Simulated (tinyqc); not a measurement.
RHF in the sto-6g basis, for H2F+, spin multiplicity 1, step by step. One step of it, computed by the program tinyqc.

Task: Iteration 2: diagonalisation and new density. Diagonalise F' = X^T F X, C = X C', fill 5 alpha and 5 beta electrons from the bottom; D = 2 C_occ C_occ^T. Each column has its largest component positive (the first on a tie).

extrapolated F (hartree), order 1F 1s, 1F 2s, 1F 2px, 1F 2py, 1F 2pz, 2H 1s, 3H 1s:
```
[[-26.904747, -6.514757, 0.000000, -0.001120, -0.020790, -0.687112, -0.610606],
 [-6.514757, -3.392959, 0.000000, -0.003702, -0.053812, -0.782270, -0.712721],
 [0.000000, 0.000000, -0.981127, 0.000000, 0.000000, 0.000000, 0.000000],
 [-0.001120, -0.003702, 0.000000, -0.835590, -0.002040, -0.411089, 0.386515],
 [-0.020790, -0.053812, 0.000000, -0.002040, -0.896119, -0.320878, -0.302735],
 [-0.687112, -0.782270, 0.000000, -0.411089, -0.320878, -0.625045, -0.170376],
 [-0.610606, -0.712721, 0.000000, 0.386515, -0.302735, -0.170376, -0.594141]]
```

X, order 1F 1s, 1F 2s, 1F 2px, 1F 2py, 1F 2pz, 2H 1s, 3H 1s:
```
[[-0.454530, 0.083506, 0.653063, 0.000000, -0.594688, -0.023662, 0.257235],
 [0.908060, -0.119670, -0.212069, 0.000000, -0.275101, -0.022922, 0.500622],
 [0.000000, 0.000000, 0.000000, 1.000000, 0.000000, 0.000000, 0.000000],
 [0.112436, 0.757036, -0.009617, 0.000000, -0.005833, 0.704420, 0.023178],
 [0.325553, -0.032711, 0.707424, 0.000000, 0.625337, -0.001539, 0.193071],
 [-0.620085, -0.591537, -0.243469, 0.000000, 0.209591, 0.387939, 0.406511],
 [-0.407790, 0.722550, -0.267819, 0.000000, 0.229175, -0.421574, 0.370443]]
```

Give: F' = X^T F X; orbital energies; coefficients C; D after iteration 2.

Result:

F' = X^T F X (hartree):
```
[[-2.509, 0.506, 4.461, 0.000, -4.370, -0.183, 2.048],
 [0.506, -0.169, -0.935, 0.000, 0.947, -0.048, -0.488],
 [4.461, -0.935, -9.881, 0.000, 9.894, 0.444, -5.996],
 [0.000, 0.000, 0.000, -0.981, 0.000, 0.000, 0.000],
 [-4.370, 0.947, 9.894, 0.000, -11.948, -0.493, 6.774],
 [-0.183, -0.048, 0.444, 0.000, -0.493, -1.036, 0.301],
 [2.048, -0.488, -5.996, 0.000, 6.774, 0.301, -5.529]]
```

orbital energies (hartree): [-26.908, -1.937, -1.023, -0.983, -0.981, -0.165, -0.054]

coefficients C, order 1F 1s, 1F 2s, 1F 2px, 1F 2py, 1F 2pz, 2H 1s, 3H 1s:
```
[[0.997, -0.242, 0.008, 0.044, 0.000, 0.072, 0.014],
 [0.012, 0.982, -0.046, -0.229, 0.000, -0.430, -0.089],
 [0.000, 0.000, 0.000, 0.000, 1.000, 0.000, 0.000],
 [0.000, 0.003, 0.765, -0.102, 0.000, 0.098, -0.691],
 [0.001, 0.054, 0.107, 0.870, 0.000, -0.506, -0.088],
 [-0.002, 0.076, 0.373, 0.195, 0.000, 0.571, 0.803],
 [-0.001, 0.069, -0.308, 0.280, 0.000, 0.783, -0.580]]
```

D after iteration 2, order 1F 1s, 1F 2s, 1F 2px, 1F 2py, 1F 2pz, 2H 1s, 3H 1s:
```
[[2.110, -0.472, 0.000, 0.003, 0.054, -0.017, -0.017],
 [-0.472, 2.036, 0.000, -0.017, -0.302, 0.025, 0.034],
 [0.000, 0.000, 2.000, 0.000, 0.000, 0.000, 0.000],
 [0.003, -0.017, 0.000, 1.190, -0.013, 0.531, -0.528],
 [0.054, -0.302, 0.000, -0.013, 1.544, 0.428, 0.429],
 [-0.017, 0.025, 0.000, 0.531, 0.428, 0.366, -0.110],
 [-0.017, 0.034, 0.000, -0.528, 0.429, -0.110, 0.356]]
```
